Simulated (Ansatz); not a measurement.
# Al2C+ (quartet): wave-function methods side by side, cc-pVTZ

Aim: climb from Hartree-Fock through coupled cluster and multireference methods for Al2C+ (quartet) at one geometry and basis, and see what each rung misses.

The runs use Ansatz 0.2.0, Gaussian basis; cc-pVTZ, core rule «outside noble gas», up to 11 orbitals frozen.

The runs, in order: UHF; CCSD(T) on ROHF; CCSD(T) on UHF; BCCD(T) on ROHF; CCSDT(Q) on ROHF; CCSDT(Q) on UHF; CASSCF and MRCISD+Q, 9 electrons in 12 orbitals; CASSCF and NEVPT2, 9 electrons in 12 orbitals.

6 further runs of the same task are left out: 6 set aside as unsound or not needed.

## (1) What is computed

The geometry is a PBE0/def2-TZVP stationary point (not a proven minimum) of the parent state, kept for this charge and spin.

3 atoms, charge 1, spin multiplicity 4.

Atoms are counted from 1 here; the program's logs count them from 0.

Bond lengths: Al1–Al2 2.681 Å, Al2–C3 1.896 Å. Angles: Al1–Al2–C3 180.0°.

Geometry (Å):

```
Al    0.00000    0.00000    2.41937
Al    0.00000    0.00000   -0.26193
C     0.00000    0.00000   -2.15743
```

## (2) UHF

in.yaml reads:

```yaml
crystal:
  periodic: [false, false, false]
  atoms:
    - {symbol: Al, position_ang: [0.000000, 0.000000, 2.419367]}
    - {symbol: Al, position_ang: [0.000000, 0.000000, -0.261933]}
    - {symbol: C, position_ang: [0.000000, 0.000000, -2.157433]}
basis:
  gaussian: {orbitals: cc-pVTZ}
total_charge: 1
magnetization: {spin_polarized: true, initial_magnetization: 3}
hamiltonian: {xc: hf}
output: {orbitals: {seedname: orbitals}}
```

Started as:

```
ansatz run in.yaml --threads 1 --pin off --events-out ev --progress --plain --max-ram 4096MiB --backend cpu
```

After this run come: CCSD(T) on ROHF; CCSD(T) on UHF; BCCD(T) on ROHF; CCSDT(Q) on ROHF; CCSDT(Q) on UHF; CASSCF and MRCISD+Q, 9 electrons in 12 orbitals; CASSCF and NEVPT2, 9 electrons in 12 orbitals.

Before running them: what should the planned runs give, taken together? Wanted: UCCSDT(Q) below the RHF energy; RMP2 from UCCSDT(Q); UMP2 from UCCSDT(Q); RCCSD from UCCSDT(Q); RCCSD(T) from UCCSDT(Q); UCCSD(T) from UCCSDT(Q); RCCSDT(Q) from UCCSDT(Q); NEVPT2 valence from UCCSDT(Q); MRCISD+Q valence from UCCSDT(Q).

**Answer**, as computed:

```
                         quantity                      value
   UCCSDT(Q) below the RHF energy                 -5.8224 eV
              RMP2 from UCCSDT(Q)                +1398.6 meV
              UMP2 from UCCSDT(Q)                +1390.9 meV
             RCCSD from UCCSDT(Q)                 +316.1 meV
          RCCSD(T) from UCCSDT(Q)                  +79.6 meV
          UCCSD(T) from UCCSDT(Q)                  +77.0 meV
         RCCSDT(Q) from UCCSDT(Q)                   +3.0 meV
    NEVPT2 valence from UCCSDT(Q)                 +922.6 meV
  MRCISD+Q valence from UCCSDT(Q)                  +92.1 meV
levels within 1 kcal/mol (43 meV)  RCCSDT, UCCSDT, RCCSDT(Q)
                    T1 diagnostic                      0.041
   effectively unpaired electrons                       3.11
```

What this shows: RCCSD(T) misses by +79.6 meV, 1.4 % of the correlation energy. The occupations are near whole numbers, but T1 = 0.041 shows that the orbitals relax strongly. Of the multireference levels listed MRCISD+Q valence comes nearest in total energy (+92.1 meV), which doesn't show that its space is the better one. Coupled cluster took another determinant than the lowest Hartree-Fock one. These misses are within one basis, not against nature; the frozen cores of restricted and unrestricted runs differ, which can shift their rows.
